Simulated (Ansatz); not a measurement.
# AlFH2: the cost of one run

Program: Ansatz 0.2.0. Level of theory: RKS LDA/6-31G. These are calculated values, not measurements.

## Step 1: Starting point

Bond lengths: Al1–F2 1.690 Å, Al1–H3 1.560 Å, Al1–H4 1.560 Å. Angles: F2–Al1–H3 120.0°, F2–Al1–H4 120.0°, H3–Al1–H4 120.0°.

Coordinates:

```xyz
4

Al    0.0000    0.0000    0.0000
F     0.0000    0.0000    1.6900
H     1.3510    0.0000   -0.7800
H    -1.3510    0.0000   -0.7800
```

## Step 2: Relaxing the start

Input file input.yaml:

```yaml
crystal:
  periodic: [false, false, false]
  atoms:
    - { symbol: Al, position_ang: [0.0, 0.0, 0.0] }
    - { symbol: F, position_ang: [0.0, 0.0, 1.69] }
    - { symbol: H, position_ang: [1.351, 0.0, -0.78] }
    - { symbol: H, position_ang: [-1.351, 0.0, -0.78] }
basis:
  gaussian: { orbitals: "6-31G" }
hamiltonian:
  xc: lda
relax:
  f_tol: 0.02
  max_steps: 40
```

Launch:

```
$ ansatz run input.yaml --threads 1 --pin off --max-ram 2048MiB --backend cpu --events-out ev --progress --plain --runs-dir out
```

What time and memory should one allow on 1 thread of Arm Neoverse V1, shared host?

About 2.5 s, with a peak of 0.089 GiB.
